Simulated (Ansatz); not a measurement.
## Ladder of methods for the bulk modulus of tetradymite Bi2Te3

Reference value: 37 GPa (measured, temperature not stated, no zero-point or thermal correction, our sources range from 32.5 to 39.5; as tabulated in Toher et al. (2017), arXiv:1611.05714).

```csv
level (code),value (GPa),cell (Å³/atom),difference (%)
LDA (Ansatz),40.8,32.68,+10.3
PBE (Ansatz),10.9,36.62,-71
PBEsol (Ansatz),33.5,33.59,-9.5
RPBE (Ansatz),1.44,45.48,-96
PBE-D3(BJ) (Ansatz),36.5,33.66,-1.4
r²SCAN-D4 (Ansatz),24.2,35.35,-35
r²SCAN+rVV10 (Ansatz),27.4,34.99,-26
```

The levels aren't ranked against this reference (sources at odds).

The measured value isn't corrected to a static lattice, so vibrations enter the comparison. A static lattice is as a rule stiffer than a warm one, by over a tenth in soft solids.  Density-functional levels without +SOC have no spin–orbit coupling. LDA: LDA has no dispersion term either, though it tends to give short spacings of layers, chains or molecules. PBE, RPBE: for a layered or molecular solid the relaxed cell lies over 5 % above the published volume, where the minimum can be shallow. PBE, PBEsol, RPBE: the cell comes from a level without a dispersion term, which matters for the spacing of layers, chains or molecules. Each level is taken at its own relaxed cell. Cutoffs differ between the levels. Ansatz's density-functional and Hartree–Fock values are scalar-relativistic unless marked +SOC, with PAW data made under PBE.

Differences are worked out from the printed values.

Ansatz is a first-principles code.
